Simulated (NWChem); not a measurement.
fluorine (F2); SMILES FF

Computed with NWChem. Pople sets run with spherical d functions. B3LYP is NWChem's, with the RPA form of VWN correlation. Each level has its own optimisation; frequencies are unscaled.

```
level                                 r F–F (Å)  highest harmonic frequency (cm⁻¹)  zero-point energy (kcal/mol)
------------------------------------  ---------  ---------------------------------  ----------------------------
Hartree-Fock/STO-3G                       1.315                               1678                           2.4
Hartree-Fock/3-21G                        1.403                               1296                           1.9
Hartree-Fock/6-31G*                       1.347                               1233                           1.8
B3LYP/6-31G*                              1.406                               1055                           1.5
LDA (Slater exchange, VWN5)/def2-SVP      1.380                               1063                           1.5
PBE/def2-SVP                              1.411                                988                           1.4
PBE0/def2-SVP                             1.376                               1080                           1.5
```
